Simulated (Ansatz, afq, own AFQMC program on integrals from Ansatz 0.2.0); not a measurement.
AFQMC on a folder of integrals that Ansatz 0.2.0 wrote.

```yaml
crystal:
  periodic: [false, false, false]
  atoms:
    - {symbol: Si, position_ang: [-0.569808, -0.342173, -0.346057]}
    - {symbol: Cl, position_ang: [-0.081292, 1.626373, 0.137357]}
basis:
  gaussian: {orbitals: def2-TZVP}
magnetization: {spin_polarized: true, initial_magnetization: 1}
correlation: {method: ccsd_t, electrons: outside_noble_gas, hamiltonian_folder: ham}
```

```sh
$ ansatz run in.yaml --threads 1 --pin off --events-out ev --progress --plain --max-ram 24576MiB --backend cuda --devices 0, --max-vram 18GiB
```

afq runs on the folder ham with

```
--method phaseless --trial hf --walkers 4000 --populations 20 --least-time 40 --time-step 0.005 --steps-per-block 20 --equilibration-blocks 112 --max-blocks 4000 --target-error 0.001 --factor-cut 1e-05 --start spin_pure --seed 9256 --taylor-order 6
```

Times are imaginary, in 1/Eh. The walk had a cap of 97 s. With eight or more populations the least sampling time is a fifth of least-time, and the error comes from their spread.

Log:

```
orbitals 64  electrons 6 5  factors 425 of 431
reference energy -748.44026848 Eh
CCSD correlation -0.28889620 Eh in 12 cycles, weight of the determinant in the CISD state 0.8591
energy of the start -748.440611 Eh
 block  time / (1/Eh)  mean weight  energy / Eh
     1     0.100  1.0014  -748.504371
     2     0.200  1.0023  -748.549618
     3     0.300  1.0020  -748.585350
     4     0.400  1.0015  -748.612767
     5     0.500  1.0014  -748.637345
     8     0.800  1.0011  -748.680172
    11     1.100  1.0005  -748.697696
    26     2.600  0.9998  -748.736561
    41     4.100  1.0000  -748.743314
    56     5.600  1.0000  -748.742972
    71     7.100  1.0004  -748.750770
    81     8.100  1.0001  -748.753758
    86     8.600  0.9999  -748.743566
   101    10.100  1.0000  -748.739598
   116    11.600  0.9999  -748.740766
   131    13.100  0.9996  -748.745417
   146    14.600  0.9999  -748.738198
   161    16.100  0.9998  -748.744947
   176    17.600  1.0000  -748.746095
   191    19.100  0.9997  -748.745458
   206    20.600  1.0001  -748.749858
   221    22.100  0.9999  -748.744888
error from the spread of 20 populations
energy -748.743067 +/- 0.000985 Eh
(rows thinned)
```

The run passed its tests (sampling time, drift between the halves within three errors, error under three times the target), which doesn't prove that it has relaxed.

Against this walk (error 26.8 meV) on the same determinant: CCSD(T) 20.3 meV higher (within the noise), CCSDT(Q) 31.0 meV lower (within the noise), a separate phaseless walk with a CISD trial and standard settings 12.0 ± 27.4 meV lower (within the noise). The error is statistical and leaves out the bias of the constraint.

Cautions: constraint bias not in the error.

The walk took 44 s on 1 × NVIDIA H100 80GB HBM3 with 2 threads of AMD EPYC 7R13 Processor (Zen 3) (shared host) (the card was shared). The log's last line is the phaseless energy.

CCSDT and higher add their correlation energy to the determinant of the CCSD(T) run, since their own runs factorise the integrals more tightly (a shift of under 2 meV). A walk keeps the symmetry of its determinant, which the program's search chose and which needn't be the lowest solution, so a lower state of the same spin and another symmetry isn't excluded.
